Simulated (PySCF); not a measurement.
Unknown: peak-picked proton spectrum

Formula C2H3F. The spectrum was simulated from the full spin Hamiltonian at 400 MHz with 1.2 Hz Lorentzian lines, from shifts rounded to 0.01 ppm and J to 0.1 Hz, couplings under 1 Hz left out.

```tsv
region	integral (H)	ppm	Hz	height
1	1	6.877	2750.9	52
1		6.863	2745.3	53
1		6.842	2736.7	54
1		6.828	2731.1	55
1		6.653	2661.1	52
1		6.639	2655.5	53
1		6.617	2646.9	54
1		6.603	2641.2	55
2	1	5.072	2028.7	57
2		5.066	2026.4	58
2		5.036	2014.4	58
2		5.030	2012.0	100
2		5.024	2009.5	61
2		4.994	1997.5	55
2		4.988	1995.2	56
3	1	4.658	1863.2	58
3		4.652	1861.0	58
3		4.644	1857.7	59
3		4.639	1855.4	56
3		4.541	1816.6	58
3		4.536	1814.3	58
3		4.527	1811.0	58
3		4.522	1808.7	56
```

- spin–spin couplings from B3LYP/pcJ-1
- NMR shieldings at PBE0/pcSseg-1/GIAO
- geometry: PBE0-D3(BJ)/def2-SVP
- run in PySCF 2.14
- relativity neglected, one conformer, gas phase

Referencing at the same level of theory: 1H (σref 31.27) against TMS.

Q: Analyse the multiplets.

A: 1H NMR (400 MHz, computed): δ 6.74 (ddd, J = 89.9, 14.2, 5.6 Hz, 1H), 5.03 (ddd, J = 16.9, 14.2, 2.3 Hz, 1H), 4.59 (ddd, J = 46.7, 5.6, 2.3 Hz, 1H). These are first-order names from the parameters used; overlap and second-order distortion can hide them in the list.

Q: What is the compound?

A: `C=CF`.

Atoms are numbered as in `[CH2:1]=[CH:2][F:3]`. Hydrogens are named by the atom that carries them. Ha(C1) is cis to F3; Hb(C1) is trans to F3.

δ 6.74: H(C2), hydrogen on an alkene CH, coupled to F3 (89.9 Hz), Ha(C1) (14.2 Hz), Hb(C1) (5.6 Hz). δ 5.03: Ha(C1), hydrogen on a terminal =CH2 carbon, coupled to F3 (16.9 Hz), H(C2) (14.2 Hz), Hb(C1) (2.3 Hz). δ 4.59: Hb(C1), hydrogen on a terminal =CH2 carbon, coupled to F3 (46.7 Hz), H(C2) (5.6 Hz), Ha(C1) (2.3 Hz).

Splittings below 1 Hz are ignored in the labels, and close J values are merged. Unscaled 3J(H,H) at this level run about 9 % above measured values.
